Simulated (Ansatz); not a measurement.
C$_{4}$H$_{6}$O$_{2}$, SMILES `COC1C=CO1` at its PBE0-D4/def2-TZVP geometry, where that method's forces vanish. Total charge 0; spin multiplicity 1.

```csv
atom,x (Å),y (Å),z (Å)
C1,0.8441,1.6305,0.7716
O2,-0.1963,1.0624,0.0002
C3,0.0602,-0.2069,-0.4000
C4,-1.0275,-0.9371,-1.1288
C5,-1.0115,-1.8069,-0.1211
O6,-0.0717,-1.2222,0.6892
H7,1.7942,1.6088,0.2239
H8,0.5654,2.6645,0.9676
H9,0.9628,1.0994,1.7203
H10,1.0764,-0.3241,-0.8009
H11,-1.5275,-0.8188,-2.0732
H12,-1.4687,-2.7496,0.1514
```

(1) For each bond, give half the difference of the two atoms' forces along it (eV/Å; positive pushes the atoms apart) under PBE-D4, r2SCAN-D4, B3LYP-D4, ωB97M-V in def2-TZVPP. (Best estimate.)

Results:

(1) The calculation gave: 
```json
{"bond": "C1–O2", "length (Å)": "1.414", "PBE-D4": "0.30", "r2SCAN-D4": "0.31", "B3LYP-D4": "0.27", "ωB97M-V": "0.21"}
{"bond": "C1–H7", "length (Å)": "1.097", "PBE-D4": "0.08", "r2SCAN-D4": "-0.07", "B3LYP-D4": "-0.07", "ωB97M-V": "-0.09"}
{"bond": "C1–H8", "length (Å)": "1.089", "PBE-D4": "0.07", "r2SCAN-D4": "-0.07", "B3LYP-D4": "-0.13", "ωB97M-V": "-0.10"}
{"bond": "C1–H9", "length (Å)": "1.094", "PBE-D4": "0.07", "r2SCAN-D4": "-0.07", "B3LYP-D4": "-0.09", "ωB97M-V": "-0.10"}
{"bond": "O2–C3", "length (Å)": "1.355", "PBE-D4": "0.19", "r2SCAN-D4": "0.10", "B3LYP-D4": "0.07", "ωB97M-V": "0.17"}
{"bond": "C3–C4", "length (Å)": "1.499", "PBE-D4": "0.04", "r2SCAN-D4": "0.05", "B3LYP-D4": "0.15", "ωB97M-V": "0.14"}
{"bond": "C3–O6", "length (Å)": "1.495", "PBE-D4": "0.63", "r2SCAN-D4": "0.47", "B3LYP-D4": "0.38", "ωB97M-V": "0.06"}
{"bond": "C3–H10", "length (Å)": "1.099", "PBE-D4": "0.03", "r2SCAN-D4": "-0.12", "B3LYP-D4": "-0.23", "ωB97M-V": "-0.22"}
{"bond": "C4–C5", "length (Å)": "1.331", "PBE-D4": "0.52", "r2SCAN-D4": "0.25", "B3LYP-D4": "0.15", "ωB97M-V": "-0.03"}
{"bond": "C4–H11", "length (Å)": "1.075", "PBE-D4": "-0.16", "r2SCAN-D4": "-0.17", "B3LYP-D4": "-0.14", "ωB97M-V": "-0.10"}
{"bond": "C5–O6", "length (Å)": "1.372", "PBE-D4": "0.51", "r2SCAN-D4": "0.33", "B3LYP-D4": "0.38", "ωB97M-V": "0.29"}
{"bond": "C5–H12", "length (Å)": "1.083", "PBE-D4": "-0.17", "r2SCAN-D4": "-0.17", "B3LYP-D4": "-0.28", "ωB97M-V": "-0.15"}
```

B3LYP here is the variant with VWN-RPA as its local correlation; programs differ in this.

All numbers were calculated with Ansatz.
